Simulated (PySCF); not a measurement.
Working out the ionisation energy of B

B [He] 2s2 2p1 (2P) → B⁺ [He] 2s2 (1S). Computed with PySCF 2.14 in x2c-SVPall (3s2p1d, 14 functions), with the spin-free X2C one-electron Hamiltonian (Gaussian nucleus). Frozen: 1s2. Energies in hartree (1 hartree = 27.21139 eV):

```json
{"part": "UHF", "B (lower)": "-24.507213", "B⁺ (upper)": "-24.208699"}
{"part": "CCSD correlation", "B (lower)": "-0.056899", "B⁺ (upper)": "-0.059285"}
{"part": "(T)", "B (lower)": "-0.000848", "B⁺ (upper)": "0.000000"}
```

Task: What does Hartree-Fock give?

Result: (-24.208699) − (-24.507213) = 0.298514 hartree = 8.123 eV.

Task: What do CCSD and CCSD(T) give?

Result: The CCSD correlation energies differ by -0.002386 hartree = -0.065 eV and the triples by 0.000848 hartree = 0.023 eV, so CCSD gives 8.058 eV and CCSD(T) 8.081 eV.

Measured between the centres of the two terms (NIST): 8.297 eV, so CCSD(T) (valence) is off by -0.216 eV.

A double-zeta basis recovers only part of the correlation energy.

The coupled-cluster amplitudes are large, so a single reference is strained.

What remains against the reference includes basis incompleteness, the frozen core and higher excitations.
